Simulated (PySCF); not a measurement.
**Worked example: GaH, singlet against GaH⁻, doublet**

Geometry (PBE0/def2-TZVPD stationary point of a doublet), kept for both states (GaH⁻, doublet: Π; GaH, singlet: Σ⁺):

```tsv
atom	x (Å)	y (Å)	z (Å)
Ga	0.0000	0.0000	0.0000
H	0.0000	0.0000	1.7244
```

Basis aug-cc-pVDZ; PySCF 2.14.0. Only valence electrons are correlated (noble-gas cores and the filled d shells of p-block atoms frozen). R marks a restricted (for open shells ROHF) determinant. No spin–orbit coupling is included, and no scalar relativity.

Full CI is exact within this basis and frozen core; it isn't the basis-set limit.

The highest occupied Kohn–Sham level of the anion is positive, up to +1.58 eV, so in those functionals the extra electron is held by the basis alone, which enters their differences from the reference.

```
   level  E(GaH⁻, doublet) (hartree)  E(GaH, singlet) (hartree)
RCCSD(T)                -1923.842910               -1923.841152
     PBE                -1925.098623               -1925.088463
 wB97M-V                -1925.280259               -1925.277141
 full CI                -1923.843708               -1923.841531
```

Q: Give the vertical gap, GaH singlet less GaH⁻ doublet, at each level in eV (1 hartree = 27.2114 eV), and each error against full CI.

A: full CI: (-1923.841531 − (-1923.843708)) × 27.2114 = 0.059 eV (the reference)
wB97M-V: (-1925.277141 − (-1925.280259)) × 27.2114 = 0.085 eV, error 0.026 eV
PBE: (-1925.088463 − (-1925.098623)) × 27.2114 = 0.276 eV, error 0.217 eV
RCCSD(T): (-1923.841152 − (-1923.842910)) × 27.2114 = 0.048 eV, error -0.011 eV

Total energies of functionals can't be set beside those of wave-function methods, since they hold the core's correlation and their own absolute errors; only the differences compare.

In so small a basis the reference is far from its limit while semilocal and hybrid functionals are nearer theirs, so the functionals' errors here hold much of the reference's basis and frozen-core error, which can add to them or hide them.

Each level lands on the state that its own search finds. T1 diagnostics of restricted CCSD: 0.029 and 0.012.
